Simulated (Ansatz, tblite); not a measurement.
# H2S2: one state, many levels

Aim: run the singlet of H2S2 at one geometry on many levels, and compare frontier levels, spin and run time.

The runs use Ansatz 0.2.0, Gaussian basis; as each input shows.

Levels to be run: GFN1-xTB, GFN2-xTB, PBE-D4/def2-TZVP, r2SCAN-D4/def2-TZVP, B97M-V/def2-TZVP, PBE-QIDH/def2-TZVP, ωB97M-V/def2-TZVP, B2PLYP/def2-TZVP, r2SCAN0-D4/def2-TZVP, LC-ωPBE/def2-TZVP, HF/def2-TZVP, PBE-D4/def2-SVP, PBE0-D4/def2-SVP, HF/STO-3G, CCSD(T)/def2-TZVPP, MP2/def2-TZVP, RPA/def2-TZVP.

## (1) The relaxed structure

The singlet was relaxed beforehand with PBE0-D4/def2-TZVP.

4 atoms, charge 0, spin multiplicity 1.

Bond lengths: S1–S2 2.046 Å, S1–H3 1.346 Å, S2–H4 1.346 Å. Angles: S2–S1–H3 98.6°, S1–S2–H4 98.6°.

PBE0-D4/def2-TZVP was run before; its log isn't repeated, and its numbers join the tables.

## (2) GFN1-xTB

Tight binding, by tblite at 300 K electronic temperature and without a spin-polarisation term:

```python
tblite.interface.Calculator('GFN1-xTB', numbers, positions, charge=0, uhf=0).singlepoint()
```

Energy -230.2750 eV, HOMO -11.05 eV, LUMO -6.50 eV; 0.003 s.

## (3) GFN2-xTB

Tight binding, by tblite at 300 K electronic temperature and without a spin-polarisation term:

```python
tblite.interface.Calculator('GFN2-xTB', numbers, positions, charge=0, uhf=0).singlepoint()
```

Energy -204.4366 eV, HOMO -10.92 eV, LUMO -7.35 eV; 0.002 s.

## (4) PBE-D4/def2-TZVP

start.molden holds the orbitals of an earlier run on this state, given as this run's starting guess.

Input file in.yaml:

```yaml
crystal:
  periodic: [false, false, false]
  atoms:
    - {symbol: S, position_ang: [-0.445948, -0.492165, -0.908484]}
    - {symbol: S, position_ang: [-0.451996, 0.709820, 0.747223]}
    - {symbol: H, position_ang: [0.725423, -0.096128, -1.441473]}
    - {symbol: H, position_ang: [0.172521, -0.121518, 1.602733]}
basis:
  gaussian: {orbitals: def2-TZVP, initial_orbitals: start.molden}
hamiltonian: {xc: pbe, dispersion: d4}
scf: {omitted_lower_state_checks: [starts]}
output: {orbitals: {seedname: orbitals}}
```

Command:

```bash
$ ansatz run in.yaml --threads 4 --pin off --events-out ev --progress --plain --max-ram 3916MiB
```

After this run come: r2SCAN-D4/def2-TZVP; B97M-V/def2-TZVP; PBE-QIDH/def2-TZVP; ωB97M-V/def2-TZVP; B2PLYP/def2-TZVP; r2SCAN0-D4/def2-TZVP; LC-ωPBE/def2-TZVP; HF/def2-TZVP; PBE-D4/def2-SVP; PBE0-D4/def2-SVP; HF/STO-3G; CCSD(T)/def2-TZVPP; MP2/def2-TZVP; RPA/def2-TZVP.

Q: Predict the results of all the runs planned. Wanted: gap in def2-TZVP, named functionals and Hartree-Fock, smallest and largest; correlation energy, CCSD(T)/def2-TZVPP; correlation energy, MP2/def2-TZVP; binding an atom, CCSD(T)/def2-TZVPP; PBE0 total energy, smallest basis above largest.

As calculated:

```
                                                                  quantity                            value
gap in def2-TZVP, named functionals and Hartree-Fock, smallest and largest  4.36 eV (PBE-D4), 13.25 eV (HF)
                                    correlation energy, CCSD(T)/def2-TZVPP                        -11.22 eV
                                         correlation energy, MP2/def2-TZVP                         -9.38 eV
                                       binding an atom, CCSD(T)/def2-TZVPP                         2.513 eV
                           PBE0 total energy, smallest basis above largest    7.76 eV (def2-SVP, def2-TZVP)
```

What this shows: Orbital gaps of the named functionals and Hartree-Fock in def2-TZVP span 4.36 eV (PBE-D4) to 13.25 eV (HF); exact exchange widens it. A small miss in a minimal or small basis is a cancelling of errors, not accuracy. The functionals in def2-TZVP miss CCSD(T)/def2-TZVPP by +0.017 (LC-ωPBE) to +0.166 eV (PBE-D4) an atom. The reference is CCSD(T) in one finite basis, so it carries an error of its own, often a tenth of an eV or more, and near misses can't be ranked.
